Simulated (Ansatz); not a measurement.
## A series of barriers

Hydrogen abstraction: in every member these bonds form or tighten: H–S; these break or loosen: C–H. Only the spectator groups change.

Gas-phase electronic energies, without zero-point energy, by CCSD(T) at an estimated basis limit (MP2 extrapolated from triple and quadruple zeta, plus CCSD(T) − MP2 in triple zeta); Ansatz 0.2.0, def2-TZVPP and QZVPP, frozen cores, open shells unrestricted and without spin–orbit coupling, on PBE0-D4/def2-TZVP structures. Extrapolation: Hartree–Fock as exp(−7.88 √X), correlation as X^−2.97. All energies, in eV, count from the separated reactants, without counterpoise correction; the start and end structures are the complexes reached by relaxing down from the saddle, and deeper ones may exist. Brackets give SMILES, or, where every atom is bracketed, only which atoms are joined. Steps whose reference was doubtful or whose search ended elsewhere are left out.

| reactants | products | start structure | saddle | end structure | saddle by PBE-D4/TZ |
| --- | --- | --- | --- | --- | --- |
| CH₄ + HS | CH₃ + H₂S | -0.036 | 0.851 | 0.669 | 0.557 |
| CH₃F ([CH3][F]) + HS | CH₂F ([CH2][F]) + H₂S | -0.101 | ? | 0.506 | 0.301 |
| CH₄O ([CH3][OH]) + HS | CH₃O ([CH2][OH]) + H₂S | -0.147 | 0.465 | 0.159 | -0.031 |
| CH₆Si ([CH3][SiH3]) + HS | CH₅Si ([CH2][SiH3]) + H₂S | -0.019 | 0.700 | 0.485 | 0.361 |

(1) What is the height of the saddle for CH₃F ([CH3][F]) + HS? (An estimate is asked for; the value comes from the calculation.)

(2) How do the PBE-D4 saddles lie against the coupled-cluster estimate?

T1 diagnostic: at most 0.017. ⟨S²⟩ of the unrestricted Hartree–Fock references: 0.76 to 0.79 (a pure state has 0.75).

For scale, one of the runs: CCSD(T)/def2-TZVPP, 213 basis functions (an equivalent command: `ansatz run in.yaml --threads 4`). Hardware: 4 CPU threads, shared host. Wall time 3 min; peak host memory 7.3 GiB.

Results:

(1) By the calculation: 0.754 eV relative to the separated reactants, between the members at 0.700 and 0.851; above its start structure the barrier is 0.754 − (-0.101) ≈ 0.855 eV.

(2) All lower, by 0.294 to 0.496 eV.
